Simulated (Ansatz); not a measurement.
# NO2 (nitrogen dioxide): levels of theory compared

We compute a comparison of 6 runs (U-wB97M-V/STO-3G, UBLYP/STO-3G, UPBE0/STO-3G, USVWN5/STO-3G, RPA@PBE/STO-3G, UCCSD/STO-3G) of NO2 (nitrogen dioxide). 

The results are computed with Ansatz 0.2.0.

42 further runs of the same task are left out: 8 that didn't finish, 34 set aside as unsound or not needed.

## (1) Starting point

NO2 has 3 atoms, charge 0, and is taken as a doublet. SMILES: `[O]N=O`. The O3–N2 distance was set to 1.771 Å, away from the relaxed value.

Bond lengths: O1–N2 1.181 Å. A long bond or contact: N2–O3 1.771 Å.

## (2) A single-point energy at U-wB97M-V/STO-3G (run 1)

job.yaml reads:

```yaml
crystal:
  periodic: [false, false, false]
  atoms:
    - symbol: O
      position_ang: [0.054656, -1.647004, -0.143503]
    - symbol: "N"
      position_ang: [-0.394914, -0.562994, -0.274853]
    - symbol: O
      position_ang: [0.046180, 1.100790, 0.141070]
basis:
  gaussian:
    orbitals: STO-3G
total_charge: 0
magnetization:
  spin_polarized: true
  initial_magnetization: 1
hamiltonian:
  xc: {name: wB97M-V}
accuracy: high
```

The run is started by

```
$ ansatz run job.yaml --threads 1 --pin off --max-ram 2610MiB --events-out events.jsonl --progress --plain --runs-dir runs
```

Output:

```text
Warning: RAYON_NUM_THREADS=1 ignored (pool sized by the plan → 1); use --threads N
Functional definition: wB97M-V
  name "wB97M-V"
  parameter omega = 0.3/bohr
  parameter cx = 0.15
  parameter cx01 = 1.007
  parameter cx10 = 0.259
  parameter css00 = 0.443
  parameter css04 = -1.437
  parameter css10 = -4.535
  parameter css20 = -3.390
  parameter css43 = 4.278
  parameter cos00 = 1.000
  parameter cos10 = 1.358
  parameter cos20 = 2.924
  parameter cos21 = -8.812
  parameter cos60 = -1.390
  parameter cos61 = 9.142
  parameter b = 6.0
  parameter c = 0.01
  gx(w, u) = 1 - cx + cx01*u + cx10*w
  gss(w, u) = css00 + css04*u^4 + css10*w + css20*w^2 + css43*w^4*u^3
  gos(w, u) = cos00 + cos10*w + (cos20 + cos21*u)*w^2 + (cos60 + cos61*u)*w^6
  exchange = spin_sum(e_x_unif_sr(omega)*gx(b97_w, b97_u_x)) + cx*exact_x_sr(omega) + exact_x_lr(omega)
  correlation = spin_sum(e_c_pw_mod_same_spin*gss(b97_w, b97_u_same))
      + integral(e_c_pw_mod_opposite_spin*gos(b97_w_opposite, b97_u_opposite)) + vv10(b, c)
249 factors; integrals over basis functions are off by at most 3.7e-8 eV
117 factors; integrals over basis functions are off by at most 5.4e-10 eV
mean field evaluation 1: about -5490.8605 eV, gradient 3.2e1 eV
mean field evaluation 2: about -5390.0062 eV, gradient 1.0e2 eV
mean field evaluation 4: about -5501.0665 eV, gradient 7.8e0 eV
mean field evaluation 8: about -5501.7985 eV, gradient 7.8e-1 eV
mean field evaluation 16: about -5502.1363 eV, gradient 1.2e0 eV
mean field evaluation 32: about -5502.0882 eV, gradient 3.5e-1 eV
mean field -5502.15934368 eV, -202.2006263828 hartree, gradient 1.1e-8 eV, S^2 1.153969; 2 other end points of the search recorded, 0 dependent functions left out
reference -5502.15934457 eV, -202.2006264155 hartree; 12, 11 occupied and 3, 4 virtual orbitals, 249 factors
Total energy: -5502.15934457 eV, -202.2006264155 hartree
```

Wall time 18 s (1 thread of Arm Neoverse V1, shared host); peak memory 0.35 GiB.

## (3) A single-point energy at UBLYP/STO-3G (run 2)

input.yaml reads:

```yaml
crystal:
  periodic: [false, false, false]
  atoms:
    - {symbol: O, position_ang: [0.054656, -1.647004, -0.143503]}
    - {symbol: N, position_ang: [-0.394914, -0.562994, -0.274853]}
    - {symbol: O, position_ang: [0.046180, 1.100790, 0.141070]}
basis:
  gaussian: {orbitals: STO-3G}
hamiltonian: {xc: {name: BLYP}}
total_charge: 0
accuracy: high
magnetization: {spin_polarized: true, initial_magnetization: 1}
```

The run is started by

```
$ ansatz run input.yaml --threads 1 --pin off --max-ram 2610MiB --events-out events.jsonl --progress --plain --runs-dir runs
```

Output, cut to the lines that bear on the results:

```text
Warning: RAYON_NUM_THREADS=1 ignored (pool sized by the plan → 1); use --threads N
Functional definition: BLYP
  name "BLYP"
[...]
249 factors; integrals over basis functions are off by at most 3.7e-8 eV
[...]
mean field -5501.46199593 eV, -202.1749993256 hartree, gradient 2.7e-8 eV, S^2 0.878503; 14 other end points of the search recorded, 0 dependent functions left out
reference -5501.46201863 eV, -202.1750001598 hartree; 12, 11 occupied and 3, 4 virtual orbitals, 249 factors
Total energy: -5501.46201863 eV, -202.1750001598 hartree
```

Wall time 4.2 s (1 thread of Arm Neoverse V1, shared host); peak memory 0.1 GiB.

Runs 3 to 5 aren't shown in full; the table further down has their settings and results.

## (4) A single-point energy at UCCSD/STO-3G (run 6)

molecule.yaml reads:

```yaml
basis:
  gaussian:
    orbitals: STO-3G
crystal:
  periodic: [false, false, false]
  atoms:
    - symbol: O
      position_ang: [0.054656, -1.647004, -0.143503]
    - symbol: "N"
      position_ang: [-0.394914, -0.562994, -0.274853]
    - symbol: O
      position_ang: [0.046180, 1.100790, 0.141070]
magnetization:
  spin_polarized: true
  initial_magnetization: 1
scf:
  omitted_lower_state_checks: [cluster_reference, increment]
accuracy: high
correlation:
  method: ccsd
  frozen_orbitals: {"N": 1, O: 1}
```

The run is started by

```
$ ansatz run molecule.yaml --threads 1 --pin off --max-ram 2610MiB --events-out events.jsonl --progress --plain --runs-dir runs
```

Output:

```text
Warning: RAYON_NUM_THREADS=1 ignored (pool sized by the plan → 1); use --threads N
[... 27 lines left out ...]
3 core orbitals not correlated: weight in the atoms' cores, before any rotation towards them, 1.000 or more for the frozen orbitals, at most 0.000 for the correlated occupied ones
[... 96 lines left out ...]
Total energy: -5481.76146363 eV, -201.4510181171 hartree
Checks for a lower state left out: cluster_reference, increment
```

It took 1.4 s on 1 thread of Arm Neoverse V1, shared host.

## (5) Overview of the runs

| run | level | frozen core orbitals | energy (Eh) | ⟨S²⟩ | wall time |
| --- | --- | --- | --- | --- | --- |
| 1 | U-wB97M-V/STO-3G | – | -202.200626 | 1.154 | 18 s |
| 2 | UBLYP/STO-3G | – | -202.175000 | 0.879 | 4.2 s |
| 3 | UPBE0/STO-3G | – | -202.014576 | 1.132 | 1.9 s |
| 4 | USVWN5/STO-3G | – | -200.691252 | 0.902 | 2.4 s |
| 5 | RPA@PBE/STO-3G | 3 | -201.556620 | 0.881 | 5.7 s |
| 6 | UCCSD/STO-3G | 3 | -201.451018 | 1.951 | 1.4 s |

## (6) Outcome

| quantity | value |
| --- | --- |
| run 6: total energy | -201.45102 Eh |
| run 6: correlation energy (3 core orbitals frozen) | -145.3 mEh |
| run 6: ⟨S²⟩ of the reference determinant | 1.951 |
| run 6: T1 diagnostic | 0.112 |

In words: Totals of different functionals can't be ranked against each other. In runs 1, 2, 3, 4, 5, 6 the basis is minimal, so the values are rough. Spin contamination of the reference: run 6 ⟨S²⟩ = 1.95, run 1 ⟨S²⟩ = 1.15, run 3 ⟨S²⟩ = 1.13, run 4 ⟨S²⟩ = 0.90, run 5 ⟨S²⟩ = 0.88, run 2 ⟨S²⟩ = 0.88. Where it is this large, the reference is a mixture of spin states, and values that rest on it are in doubt. All runs together took 34 s, the longest 18 s.
